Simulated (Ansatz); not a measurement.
## Ansatz (development build ahead of 0.2.0) run

```yaml
crystal:
  periodic: [false, false, false]
  atoms:
    - { symbol: C, position_ang: [0.0, -0.49048, -0.12875] }
    - { symbol: C, position_ang: [0.0, -0.50465, 1.31177] }
    - { symbol: C, position_ang: [0.0, 0.83059, -1.05305] }
    - { symbol: H, position_ang: [0.0, -1.5278, -0.70342] }
    - { symbol: H, position_ang: [0.0, -1.5171, 1.91922] }
    - { symbol: H, position_ang: [0.0, 0.49805, 1.93946] }
    - { symbol: H, position_ang: [0.0, 1.82417, -0.40154] }
    - { symbol: H, position_ang: [0.95355, 0.85496, -1.76678] }
    - { symbol: H, position_ang: [-0.95355, 0.85496, -1.76678] }
basis:
  gaussian: { orbitals: def2-TZVP }
hamiltonian:
  xc: hf
correlation:
  method: mp2
  frozen_orbitals: { C: 1, H: 0 }
```

The input is written out in the form of the current development build from the run's settings.

Output:

```yaml
Converged: yes
Reference_energy: -117.05521 hartree
Correlation_energy: -0.50501 hartree
Total_energy: -117.56022 hartree
Spin_squared_of_the_determinant: 0.000
```

Caution: no unrestricted run beside it, a lower state can exist.
